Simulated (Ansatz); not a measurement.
in.yaml

```yaml
crystal:
  periodic: [false, false, false]
  atoms:
    - {symbol: Si, position_ang: [0.000000, 0.000000, 0.000000]}
    - {symbol: F, position_ang: [0.000000, 0.000000, 1.554800]}
basis:
  gaussian: {orbitals: 6-31G}
total_charge: 1
magnetization: {spin_polarized: false, initial_magnetization: 2}
correlation: {method: ccsdtq, electrons: outside_noble_gas}
```

```sh
$ ansatz run in.yaml --threads 1 --pin off --events-out ev --progress --plain --max-ram 2393MiB
```

The program prints:

```
395 factors; integrals over basis functions are off by at most 4.6e-8 eV
mean field evaluation 1: about -10547.1988 eV, gradient 6.2e1 eV
mean field evaluation 2: about -10547.3469 eV, gradient 6.1e1 eV
mean field evaluation 4: about -10554.3242 eV, gradient 8.6e0 eV
mean field evaluation 8: about -10554.6833 eV, gradient 3.7e-1 eV
mean field evaluation 16: about -10554.6840 eV, gradient 1.1e-6 eV
mean field evaluation 32: about -10551.3626 eV, gradient 4.9e-1 eV
mean field evaluation 64: about -10554.6497 eV, gradient 1.0e0 eV
mean field evaluation 96: about -10554.6833 eV, gradient 4.1e-1 eV
mean field evaluation 128: about -10554.1405 eV, gradient 5.8e0 eV
mean field evaluation 160: about -10554.6840 eV, gradient 6.6e-4 eV
...
cycle  11  -4.11837688 eV  change    1.3e-4 eV  update   2.0e-4
cycle  12  -4.11837202 eV  change    4.9e-6 eV  update   2.6e-4
cycle  13  -4.11838208 eV  change   -1.0e-5 eV  update   5.2e-5
cycle  14  -4.11839949 eV  change   -1.7e-5 eV  update   4.7e-5
cycle  15  -4.11838540 eV  change    1.4e-5 eV  update   3.1e-5
cycle  16  -4.11838197 eV  change    3.4e-6 eV  update   8.4e-6
cycle  17  -4.11838054 eV  change    1.4e-6 eV  update   7.7e-6
cycle  18  -4.11837971 eV  change    8.3e-7 eV  update   3.1e-6
cycle  19  -4.11838035 eV  change   -6.3e-7 eV  update   1.5e-6
cycle  20  -4.11838073 eV  change   -3.9e-7 eV  update   8.2e-7
Total energy: -10558.80239476 eV, -388.0288309939 hartree
```

For the same geometry and basis full CI lies 0.6 meV higher.

Ran on 1 thread of Intel Xeon, shared host: 2 min wall, 0.38 GiB peak host memory.
